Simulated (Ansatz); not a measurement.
**BLYP/STO-3G run of AlHO2 (SMILES [O]=[Al][OH])**

What is the vertical singlet–triplet gap of AlHO2 at BLYP/STO-3G? 

Program for the calculation: Ansatz 0.2.0.

62 further runs of the same task are left out: 8 that didn't finish, 54 set aside as unsound or not needed.

### Step 1. Starting point

AlHO2 has 4 atoms, charge 0, and is taken as a singlet. As SMILES, `[O]=[Al][OH]`. Geometry: a GFN2-xTB relaxation, a rough one for these elements and not checked as a minimum.

Bond lengths: O1–Al2 1.572 Å, Al2–O3 1.628 Å, O3–H4 0.949 Å. Angles: O1–Al2–O3 180.0°, Al2–O3–H4 179.6°.

### Step 2. A single-point energy at BLYP/STO-3G

molecule.yaml

```yaml
crystal:
  periodic: [false, false, false]
  atoms:
    - {symbol: O, position_ang: [-1.605830, -1.403740, -0.651200]}
    - {symbol: Al, position_ang: [-0.474020, -0.415070, -0.191330]}
    - {symbol: O, position_ang: [0.698750, 0.609040, 0.285100]}
    - {symbol: H, position_ang: [1.381100, 1.209770, 0.557430]}
basis:
  gaussian: {orbitals: STO-3G}
total_charge: 0
hamiltonian: {xc: {name: BLYP}}
accuracy: high
```

Launch:

```
$ ansatz run molecule.yaml --threads 1 --pin off --max-ram 2610MiB --events-out events.jsonl --progress --plain --runs-dir runs
```

The log of the run:

```text
Warning: RAYON_NUM_THREADS=1 ignored (pool sized by the plan → 1); use --threads N
Functional definition: BLYP
  name "BLYP"
  parameter beta = 0.0042
  parameter a = 0.04918
  parameter b = 0.132
  parameter c = 0.2533
  parameter d = 0.349
  exchange = b88_x(beta = beta)
  correlation = lyp_c(a = a, b = b, c = c, d = d)
342 factors; integrals over basis functions are off by at most 1.7e-8 eV
mean field evaluation 1: about -10556.5800 eV, gradient 4.8e1 eV
mean field evaluation 2: about -10381.9677 eV, gradient 1.9e2 eV
mean field evaluation 4: about -10566.5959 eV, gradient 6.3e0 eV
mean field evaluation 8: about -10566.7093 eV, gradient 1.3e-1 eV
mean field evaluation 16: about -10566.6760 eV, gradient 3.1e-4 eV
mean field -10566.67601942 eV, -388.3181813636 hartree, gradient 3.1e-8 eV, S^2 0.000000; 0 other end points of the search recorded, 0 dependent functions left out
reference -10566.67605306 eV, -388.3181825998 hartree; 15, 15 occupied and 5, 5 virtual orbitals, 342 factors
Total energy: -10566.67605306 eV, -388.3181825998 hartree
```

It took 0.52 s on 1 thread of Intel Xeon 6975P-C (Granite Rapids), shared host; peak memory 0.11 GiB.

### Step 3. The triplet, same level

run.yaml

```yaml
crystal:
  periodic: [false, false, false]
  atoms:
    - {symbol: O, position_ang: [-1.605830, -1.403740, -0.651200]}
    - {symbol: Al, position_ang: [-0.474020, -0.415070, -0.191330]}
    - {symbol: O, position_ang: [0.698750, 0.609040, 0.285100]}
    - {symbol: H, position_ang: [1.381100, 1.209770, 0.557430]}
basis:
  gaussian:
    orbitals: STO-3G
magnetization:
  spin_polarized: true
  initial_magnetization: 2
hamiltonian:
  xc: {name: BLYP}
accuracy: high
```

Launch:

```
$ ansatz run run.yaml --threads 1 --pin off --max-ram 2610MiB --events-out events.jsonl --progress --plain --runs-dir runs
```

The log of the run (excerpt; [...] marks lines left out):

```text
Warning: RAYON_NUM_THREADS=1 ignored (pool sized by the plan → 1); use --threads N
[... 2 set-up lines as earlier in the session ...]
[...]
342 factors; integrals over basis functions are off by at most 1.7e-8 eV
[...]
mean field -10563.20921264 eV, -388.1907785640 hartree, gradient 5.1e-8 eV, S^2 2.002127; 5 other end points of the search recorded, 0 dependent functions left out
reference -10563.20924579 eV, -388.1907797822 hartree; 16, 14 occupied and 4, 6 virtual orbitals, 342 factors
Total energy: -10563.20924579 eV, -388.1907797822 hartree
```

It took 27 s on 1 thread of Intel Xeon 6975P-C (Granite Rapids), shared host; peak memory 0.14 GiB.

### Step 4. What came out

Level: BLYP/STO-3G.

| quantity | value |
| --- | --- |
| singlet: total energy | -388.31818 Eh |
| triplet: total energy | -388.19078 Eh |
| triplet: ⟨S²⟩ | 2.002 |
| vertical energy of the triplet above the singlet | 3.467 eV |

At this shape the triplet lies 3.47 eV (80 kcal/mol) above the singlet. In a minimal basis such a difference can be off by several eV, whatever the method.
